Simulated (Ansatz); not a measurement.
The input, for Ansatz 0.2.0:

```yaml
crystal:
  periodic: [false, false, false]
  atoms:
    - {symbol: Se, position_ang: [0.000000, 0.000000, 0.000000]}
    - {symbol: Br, position_ang: [0.000000, 0.000000, 2.381000]}
basis:
  gaussian: {orbitals: aug-cc-pVDZ}
magnetization: {spin_polarized: false, initial_magnetization: 1}
correlation: {method: bccd, electrons: outside_noble_gas, diis_vectors: 1}
output: {forces: true}
```

```sh
$ ansatz run in.yaml --threads 1 --pin off --events-out ev --progress --plain --max-ram 2393MiB
```

Output:

```
802 factors; integrals over basis functions are off by at most 7.9e-4 eV
mean field evaluation 1: about -135299.7917 eV, gradient 7.7e0 eV
mean field evaluation 2: about -135299.7918 eV, gradient 7.7e0 eV
mean field evaluation 4: about -135300.2552 eV, gradient 1.1e0 eV
mean field evaluation 8: about -135300.2735 eV, gradient 5.1e-4 eV
mean field evaluation 16: about -135300.2730 eV, gradient 2.0e-1 eV
mean field evaluation 32: about -135300.2735 eV, gradient 1.5e-4 eV
mean field evaluation 64: about -135296.5919 eV, gradient 3.5e-2 eV
mean field evaluation 96: about -135296.8028 eV, gradient 2.6e-2 eV
mean field evaluation 128: about -135300.1891 eV, gradient 3.0e0 eV
mean field evaluation 160: about -135296.5926 eV, gradient 4.0e-1 eV
mean field evaluation 192: about -135296.8028 eV, gradient 9.2e-4 eV
mean field -135300.27352579 eV, -4972.1933422536 hartree, gradient 1.3e-6 eV, S^2 0.750000; 4 other end points of the search recorded, 0 dependent functions left out
determinant -135300.27352579 eV, -4972.1933422536 hartree, with singles and doubles -135307.02502442 eV, -4972.4414552519 hartree
determinant -135296.80278109 eV, -4972.0657947384 hartree, with singles and doubles -135304.00348604 eV, -4972.3304157646 hartree
28 core orbitals not correlated: weight in the atoms' cores, before any rotation towards them, 1.000 or more for the frozen orbitals, at most 0.000 for the correlated occupied ones
reference -135300.27352579 eV, -4972.1933422536 hartree; 7, 6 occupied and 37, 38 virtual orbitals, 802 factors
second order -5.98791594 eV of doubles, -0.06854309 eV of singles
cycle   1  -6.73874283 eV  change    1.3e-2 eV  update   1.2e-2
cycle   2  -6.73888800 eV  change   -1.5e-4 eV  update   3.4e-3
cycle   3  -6.73875036 eV  change    1.4e-4 eV  update   1.7e-3
cycle   4  -6.73784434 eV  change    9.1e-4 eV  update   1.1e-3
cycle   5  -6.73762384 eV  change    2.2e-4 eV  update   7.4e-4
cycle   6  -6.73739063 eV  change    2.3e-4 eV  update   4.3e-4
cycle   7  -6.73748196 eV  change   -9.1e-5 eV  update   2.5e-4
cycle   8  -6.73741556 eV  change    6.6e-5 eV  update   2.1e-4
cycle   9  -6.73741822 eV  change   -2.7e-6 eV  update   1.6e-4
cycle  10  -6.73733223 eV  change    8.6e-5 eV  update   1.1e-4
cycle  11  -6.73736039 eV  change   -2.8e-5 eV  update   5.3e-5
cycle  12  -6.73734407 eV  change    1.6e-5 eV  update   4.3e-5
cycle  13  -6.73734048 eV  change    3.6e-6 eV  update   3.2e-5
cycle  14  -6.73731901 eV  change    2.1e-5 eV  update   2.3e-5
cycle  15  -6.73732603 eV  change   -7.0e-6 eV  update   9.1e-6
cycle  16  -6.73732303 eV  change    3.0e-6 eV  update   7.0e-6
cycle  17  -6.73732257 eV  change    4.6e-7 eV  update   4.7e-6
cycle  18  -6.73731917 eV  change    3.4e-6 eV  update   3.6e-6
cycle  19  -6.73732018 eV  change   -1.0e-6 eV  update   1.1e-6
the calculation of the forces begins
Total energy: -135307.01084598 eV, -4972.4409342036 hartree
Atom 0 at     0.000000     0.000000     0.000000 Å, force     0.000000     0.000000     0.700515 eV/Å
Atom 1 at     0.000000     0.000000     2.381000 Å, force     0.000000     0.000000    -0.700515 eV/Å
Dipole moment:    -0.000000     0.000000    -0.145233 e Å
```

Forces (eV/Å):
```
Se   0.000  0.000  0.701
Br   0.000  0.000 -0.701
```

Ran on 1 thread of Arm Neoverse V1, shared host: 23 s wall, 0.29 GiB peak host memory.
